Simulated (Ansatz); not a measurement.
## [CH$_{3}$···H···S], triplet: transfer scan

Starting geometry:

| atom | x (Å) | y (Å) | z (Å) |
| --- | --- | --- | --- |
| C | -2.1229 | 0.0000 | 0.0000 |
| H | -2.4861 | 1.0273 | 0.0000 |
| H | -2.4861 | -0.5137 | 0.8897 |
| H | -2.4861 | -0.5137 | -0.8897 |
| H | -1.0333 | 0.0000 | 0.0000 |
| S | 1.0621 | 0.0000 | 0.0000 |

From there H5 is moved from one fragment to the other while all else, the fragments' distance too, stays fixed; atoms are numbered as listed. Energies are in kcal/mol, counted from the starting geometry at the same level.

Basis cc-pVDZ; Ansatz 0.2.0. Correlated methods freeze the noble-gas cores. R marks a restricted (for open shells ROHF) determinant, U an unrestricted one.

Full CI isn't at hand for all of this; UCCSDT(Q) serves as the reference, and is uncertain by about the last step of the cluster series. The frozen core follows each run's orbitals, which can shift R against U totals by a few meV.

```
distance C1-H5 (Å)  RMP2
             1.013   2.8
             1.090   0.0
             1.192   3.8
             1.294  12.0
             1.396  21.2
             1.498  27.7
             1.601  33.2
             1.703  33.2
             1.805  32.4
```

Question: Estimate the UCCSDT(Q) curve in cc-pVDZ from this one, knowing how RMP2 errs.

Answer: The computed UCCSDT(Q) values, in kcal/mol from the starting point, and the error of RMP2 against them:
```tsv
distance C1-H5 (Å)	UCCSDT(Q)	RMP2 less UCCSDT(Q)
1.013	3.0	-0.2
1.090	0.0	0.0
1.192	3.4	0.4
1.294	11.1	0.9
1.396	19.7	1.5
1.498	26.7	1.0
1.601	30.2	2.9
1.703	30.7	2.5
1.805	30.7	1.7
```

The error spans 3.1 kcal/mol and is largest, 2.9 kcal/mol, at 1.601 Å.
